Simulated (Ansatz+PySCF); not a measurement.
Two shapes of doublet C₂H₄(+).

Shape 1:

```xyz
6

C     0.0000    0.0000   -0.6939
C     0.0000    0.0000    0.6939
H     0.2305   -0.9035   -1.2575
H    -0.2305    0.9035   -1.2575
H    -0.2305   -0.9035    1.2575
H     0.2305    0.9035    1.2575
```

Shape 2:

```xyz
6

C     0.0000    0.0000   -0.6939
C     0.0000    0.0000    0.6939
H     0.2263   -0.8870   -1.2472
H    -0.2263    0.8870   -1.2472
H    -0.2263   -0.8870    1.2472
H     0.2263    0.8870    1.2472
```

Basis set: cc-pVTZ (spherical functions). Correlated methods keep 2 orbitals frozen. Correlation on ROHF uses semicanonical orbitals with singles. Charge 1, multiplicity 2.

Computed with Ansatz (development build ahead of 0.2.0); each method stands on the lowest determinant of its kind that the runs found.

(1) Which shape is lower in energy, and by how much in each method?

## Answers

(1)

| method | E(2) − E(1) (eV) |
| --- | --- |
| ROHF | -0.009 |
| UHF | -0.007 |
| ROHF-CCSD(T) | 0.026 |

The methods disagree on the order.
